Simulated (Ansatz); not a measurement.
# Worked example: correlation energy of HSiGe, quartet

Geometry: that of the HSiGe, doublet, kept fixed. The doublet lies 1.9 eV lower here.

```
atom   x (Å)   y (Å)    z (Å)
  Si  0.0000  0.0000   0.2315
  Ge  0.0000  0.0000  -1.9584
   H  0.0000  0.0000   1.7269
```

Basis cc-pVDZ; Ansatz 0.2.0. Correlated methods freeze the noble-gas cores and the filled d shells of p-block atoms, which leaves 9 electrons in 31 orbitals. Prefix R: restricted or restricted open-shell reference; prefix U: unrestricted. No spin–orbit coupling is included, and no scalar relativity.

Full CI isn't at hand for all of this; UCCSDTQ serves as the reference, and is uncertain by about the last step of the cluster series.

Runs differ by some tens of microhartree through their thresholds and, for an open shell, their frozen cores, so steps under 0.03 kcal/mol mean nothing.

```tsv
level	total energy (hartree)
UHF	-2364.721520
UMP2	-2364.841814
UCCSD	-2364.876176
UCCSD(T)	-2364.881625
UCCSDT	-2364.883172
UCCSDT(Q)	-2364.883535
UCCSDTQ	-2364.883590
```

Task: What is the correlation energy at UCCSDTQ, and what share of it do UMP2 and UCCSDT recover?

Result: E(corr) = -2364.883590 − (-2364.721520) = -0.162070 hartree = -4.410 eV. UMP2: -0.120294 / -0.162070 = 74.22 %. UCCSDT: -0.161652 / -0.162070 = 99.74 %.

Task: By how many kcal/mol does UCCSD(T) miss UCCSDTQ (1 hartree = 627.509 kcal/mol), and which steps make up the rest?

Result: -2364.881625 − (-2364.883590) = 0.001965 hartree = 1.23 kcal/mol. Steps: UCCSDT − UCCSD(T) = -0.97, UCCSDT(Q) − UCCSDT = -0.23, UCCSDTQ − UCCSDT(Q) = -0.03 kcal/mol. Differences between like states or geometries often cancel part of this.
